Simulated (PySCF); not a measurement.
**PNH7+, a complex of two parts: interaction energy**

The task here is to estimate one member of a computed series from the others.

Programs: PySCF 2.14.0. All values are calculated, for the isolated system unless a continuum is named. Atoms count from 0, parts from 1.

## The system as given

9 atoms, charge 1, multiplicity 1; geometry: GFN2-xTB. Parts: 1 = atoms 0–4, `[NH4+]`, charge 1; 2 = atoms 5–8, `P`, charge 0.

Set-up of the first run:

Job settings and geometry (Å):

```
{"job": {"xc": "PBE0", "basis": "def2-SVPD", "d3": "d3bj", "grid": 2, "kind": "geom", "shake": 0.01}, "charge": 1, "multiplicity": 1, "parts": [{"atoms": "0-4", "charge": 1, "multiplicity": 1}, {"atoms": "5-8", "charge": 0, "multiplicity": 1}]}
N     -0.231793    -0.098993    -0.098459
H     -0.153260    -0.643068    -0.953299
H     -0.990703     0.638577    -0.266337
H      0.732453     0.410642     0.135236
H     -0.540138    -0.684668     0.663523
P      2.498925     1.326546     0.589136
H      3.559747     0.613047     1.148860
H      3.279342     1.933171    -0.393630
H      2.570949     2.381903     1.499325
```

Run with:

```console
OMP_NUM_THREADS=1 python cluster_run.py task.json out
```

The driver reads the jobs from task.json and runs them one after another.

Among the steps run: Relaxing the molecule at PBE0-D3(BJ)/def2-SVPD; Coupled-cluster interaction energy: CCSD(T) and MP2.

One table of the session follows, with a row left open; its other results are not shown here.

It belongs to the step «Coupled-cluster interaction energy: CCSD(T) and MP2». 

| method | interaction energy (kcal/mol) |
| --- | --- |
| HF/aug-cc-pVDZ | -12.66 |
| MP2/aug-cc-pVDZ | ? |
| CCSD/aug-cc-pVDZ | -13.99 |
| CCSD(T)/aug-cc-pVDZ | -14.44 |
| HF/aug-cc-pVTZ | -12.67 |
| MP2/aug-cc-pVTZ | -15.98 |
| SCS-MP2/aug-cc-pVTZ | -14.98 |
| MP2, extrapolated | -16.30 |
| CCSD(T), limit estimate | -15.56 |

**Question.** Estimate the row for MP2/aug-cc-pVDZ.

The run gave: interaction energy (kcal/mol): -15.18. In the column «interaction energy (kcal/mol)» it lies between CCSD(T), limit estimate (-15.56) and SCS-MP2/aug-cc-pVTZ (-14.98).

Caveats from the session: The interaction energy leaves out the deformation of the parts, 1.90 kcal/mol (MP2); added to the CCSD(T) estimate it gives a binding of about -13.66 kcal/mol.
